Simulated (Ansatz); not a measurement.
Results of PBE-D4 (Ansatz, a program for electronic structure, PAW) for 1T (CdI2-type) SnSe2.

Output (set-up and result lines):

```
Relaxation: its limit of steps is 80 (relax.max_steps)
Crystal: 3 atoms, lattice volume = 79.646 Å³
Basis set: ecut = 520 eV, 2165 PW (Γ), exchange–correlation on 60×60×96 points (8 copies of the dense FFT grid, shifted against one another)
Bands: 28, of which v1, the nominal top of the filled ones, is band 23 counted from 1 (22 counted from 0)
Symmetry: 12 space group operations
Space group: P-3m1 (ITA 164), of the structure as read, at distance tolerance 4.3e-5 Å
k-points: 100 of 864
Functional: x = pbe(κ = 0.804, μ = 0.2195149727645171), c = pbe(β = 0.06672455060314922)
SCF iter   1: F=—  HF=-16964.508993 eV  |F-HF|=—  |Δ(HF+E_count)|=         —  Δρ=1.69e-3  dr2=3.33e-3
SCF iter   2: F=—  HF=-16964.507808 eV  |F-HF|=—  |Δ(HF+E_count)|=   1.18e-3  Δρ=7.24e-4  dr2=3.05e-4
  ...
SCF 1 converged in 6 iterations: F = -16964.507950 eV  dr2 = 4.93e-8
Crystal: 3 atoms, lattice volume = 79.646 Å³
Basis set: ecut = 520 eV, 2153 PW (Γ), exchange–correlation on 60×60×96 points (8 copies of the dense FFT grid, shifted against one another)
Initial density: handed on by an earlier stage of this run
SCF 2 converged in 7 iterations: F = -16964.488771 eV  dr2 = 2.30e-8
Crystal: 3 atoms, lattice volume = 79.646 Å³
SCF 3 converged in 10 iterations: F = -16964.521502 eV  dr2 = 1.75e-12
Crystal: 3 atoms, lattice volume = 79.646 Å³
SCF 4 converged in 4 iterations: F = -16964.522286 eV  dr2 = 1.42e-7
Crystal: 3 atoms, lattice volume = 79.646 Å³
SCF 5 converged in 4 iterations: F = -16964.522323 eV  dr2 = 9.91e-9
Crystal: 3 atoms, lattice volume = 79.646 Å³
SCF iter   5: F=—  HF=-16964.522328 eV  |F-HF|=—  |Δ(HF+E_count)|=   1.08e-8  Δρ=1.09e-7  dr2=1.11e-11
SCF iter   6: F=-16964.522328 eV  HF=-16964.522328 eV  |F-HF|=3.64e-12  |Δ(HF+E_count)|=  1.24e-10  Δρ=2.22e-8  dr2=2.76e-13
SCF 6 converged in 6 iterations: F = -16964.522328 eV  dr2 = 2.76e-13
SCF converged after 6 iterations
Free energy (F): -16964.522328 eV
Internal energy: -16964.522328 eV  (E = F + TS)
E sigma→0 (E₀):  -16964.522328 eV
Fermi energy:    7.993163 eV
--- Forces (eV/Å), atoms counted from 1 ---
  atom   1  Sn    -0.00000000     0.00000000     0.00000000
  atom   2  Se    -0.00000000     0.00000000     0.00154450
  atom   3  Se     0.00000000    -0.00000000    -0.00154450
--- Stress (GPa, compression-positive) ---
       -0.902921       0.000000      -0.000000
        0.000000      -0.902921       0.000000
       -0.000000       0.000000      -0.891290
  P = ⅓ Tr σ = -0.8990 GPa (-8.990 kbar)
```

Task: Write an input file that could have produced this run (the log leaves some choices open).

Result: One answer among several that fit: 
Ansatz 0.2 input:
```yaml
crystal:
  lattice:
    - [1.9439374272, -3.3669983907, 0.0]
    - [1.9439374272, 3.3669983907, 0.0]
    - [0.0, 0.0, 6.0842796206]
  atoms:
    - { symbol: Sn, position: [0.0, 0.0, 0.0] }
    - { symbol: Se, position: [0.3333333333, 0.6666666667, 0.2654006913] }
    - { symbol: Se, position: [0.6666666667, 0.3333333333, 0.7345993087] }
basis:
  ecutwfc: 520
  ecutrho_ratio: 4
  xc_grid: 2
kpoints:
  mp_grid: { grid: [12, 12, 6] }
hamiltonian:
  xc: pbe
  dispersion: d4
  pseudopotentials: { kind: paw }
scf:
  occupations: { method: fermi_dirac, width: 0.01 }
output:
  forces: true
  stress: true
  eigenvalues: true
relax:
  f_tol: 0.004
  escape_saddle: false
  max_steps: 80
  cell: { stress_tol: 0.02, fix: [volume] }
```

The cell is one volume of an energy–volume scan, off the minimum.
